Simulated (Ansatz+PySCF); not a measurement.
Values are calculated unless marked as measured or tabulated.
**Several solutions for singlet MgCl₂**

```csv
atom,x (Å),y (Å),z (Å)
Cl,0.0000,0.0000,-2.1930
Mg,0.0000,0.0000,0.0000
Cl,0.0000,0.0000,2.1930
```

Basis set: def2-SVP (spherical functions). Charge 0, multiplicity 1.

CASSCF(2,2) was run from several starts with Ansatz (development build ahead of 0.2.0) and PySCF 2.14.0. The starts are those of the Hartree–Fock orbitals from which the active space was taken at the frontier.

| run | program | start | converged | energy (hartree) | <S²> |
| --- | --- | --- | --- | --- | --- |
| A | Ansatz | stability test followed | yes | -1118.42479 | 0.00 |
| B | Ansatz | atomic start, no search | yes | -1118.42325 | 0.00 |
| C | Ansatz | search for the lowest state | yes | -1118.42479 | 0.00 |
| D | PySCF | program defaults | yes | -1118.41849 | 0.00 |

Question: Which runs reached the lowest solution of this kind, and what is wrong with the others?

Answer: A, C reached the lowest solution found. Converged but too high: B by 0.04 eV, D by 0.17 eV. Convergence only shows a stationary point; in CASSCF the end hangs on which orbitals enter the active space. Caution: other starts end on other solutions of this active space.
